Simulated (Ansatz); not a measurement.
A run of Ansatz (development build ahead of 0.2.0) on doublet BO₂ at this shape:

```xyz
3

O    -0.0017   -0.0122    0.0093
B     0.8639    0.9476    0.3460
O     1.6302    1.8073    0.6476
```

Its results:

```yaml
Converged: yes
Total_energy: -174.29638 hartree
Spin_squared_of_the_determinant: 0.782
Stability_test: minimum
```

Forces (eV/Å):
```csv
atom,Fx,Fy,Fz
O1,0.187,0.190,0.067
B2,-0.158,-0.139,-0.049
O3,-0.029,-0.051,-0.018
```

(1) Which input gives this output? Name the method, the orbitals and the basis set, and write the input.

Answers

(1) UHF in def2-SVP.

```yaml
crystal:
  periodic: [false, false, false]
  atoms:
    - { symbol: O, position_ang: [-0.00167, -0.0122, 0.00928] }
    - { symbol: B, position_ang: [0.86389, 0.94763, 0.34598] }
    - { symbol: O, position_ang: [1.63016, 1.80729, 0.64756] }
basis:
  gaussian: { orbitals: def2-SVP }
magnetization:
  spin_polarized: true
  initial_magnetization: 1
hamiltonian:
  xc: hf
output:
  forces: true
```
